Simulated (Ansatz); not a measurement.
`C/C=C(\O)F` + H₂ → `C/C=C/O` + H–F  (hydrogenolysis of a C–F bond)

Program: Ansatz. Geometries: PBE0-D4/def2-TZVP. ΔE: electronic, gas phase. CCSD(T)/CBS is the MP2 limit (def2-TZVPP, def2-QZVPP) plus CCSD(T) − MP2 in def2-TZVPP, frozen cores. This one scheme is used for every species. Double bonds are as drawn, so ΔE can hold a change between cis and trans. Functionals use def2-TZVPP. One conformer a species, not always the lowest.

Question: Is it downhill or uphill in electronic energy at CCSD(T)/CBS, and by how much? (Estimate.)

Answer: Ansatz gave: Downhill: ΔE = -81.6 kJ/mol.

Question: What do these levels give: LDA (SPW92), B97M-V, ωB97X-V, r2SCAN, HF/CBS(def2), CCSD/CBS(def2)? (An estimate is asked.)

Answer: Computed: LDA (SPW92) -54.7, B97M-V -62.8, ωB97X-V -64.0, r2SCAN -60.4, HF/CBS(def2) -78.0, CCSD/CBS(def2) -84.1 kJ/mol.

Largest T1 diagnostic among the species: 0.011.

At CCSD(T), def2-SVP lies +20.6 kJ/mol from the extrapolated value and def2-TZVPP +4.0 kJ/mol. Leaving LDA and LC-ωPBE aside and taking each functional with its dispersion term where it has one, the values, not all of them listed here, spread over 16.1 kJ/mol, from PBE-QIDH to r2SCAN-D4. LDA lies +10.0 kJ/mol from PBE without D4. From PBE to PBE0 (25 % exact exchange), in def2-TZVPP and without D4, ΔE moves by −5.8 kJ/mol.
